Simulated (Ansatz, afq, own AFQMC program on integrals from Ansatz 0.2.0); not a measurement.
CN⁺, triplet: AFQMC among the cluster methods

```yaml
atoms:
  - { symbol: N, position_ang: [0.0000, 0.0000, 0.0000] }
  - { symbol: C, position_ang: [0.0000, 0.0000, 1.1601] }
```

Basis 6-31G. Noble-gas cores (and the filled d shells of Ga–Kr and In–Xe) are frozen. Ansatz 0.2.0 and our own AFQMC program on the same integrals; the CISD trial comes from CCSD amplitudes, and released means the phaseless constraint is let go. Uncertainties: one standard error, sampling alone.

Determinant: ROHF, the one that the program's search chose, which needn't be the lowest solution. The geometry is a PBE0/def2-TZVP stationary point of this or a neighbouring charge and spin state.

Full CI on the same integrals is exact in this basis and with this determinant's frozen core.

Cautions: another spin lies lower (by 971 meV); a spin-contaminated unrestricted determinant lies lower (UHF 258 meV lower, ⟨S²⟩ 2.18); strong correlation (T1 0.054, weight of the determinant 0.87, largest double 0.13); the released energies are still falling, so no released level is given (meV from the phaseless value at times in 1/Eh: -21 ± 4 at 0.24, -36 ± 3 at 0.51, -51 ± 4 at 0.99, -53 ± 3 at 1.62, -66 ± 4 at 2.40).

- T1 diagnostic: 0.0541
- weight of the determinant in the CISD state: 0.866
- size of the correlated space: 8 electrons in 16 orbitals

Reference: full CI, correlation energy -4.748 eV.

```csv
level,E − E(reference) (mEh),share of correlation (%)
HF,174.49,0.00
MP2,27.55,84.21
CCSD,7.87,95.49
CCSD(T),2.58,98.52
CCSDT,0.93,99.47
CCSDT(Q),0.07,99.96
CCSDTQ,0.10,99.94
ph-AFQMC/HF,6.83 ± 0.83,96.09
ph-AFQMC/CISD,2.06 ± 0.15,98.82
```

CCSDT and higher add their correlation energy to the determinant of the CCSD(T) run, since their own runs factorise the integrals more tightly (a shift of under 2 meV). A walk keeps the symmetry of its determinant, which the program's search chose and which needn't be the lowest solution, so a lower state of the same spin and another symmetry isn't excluded.
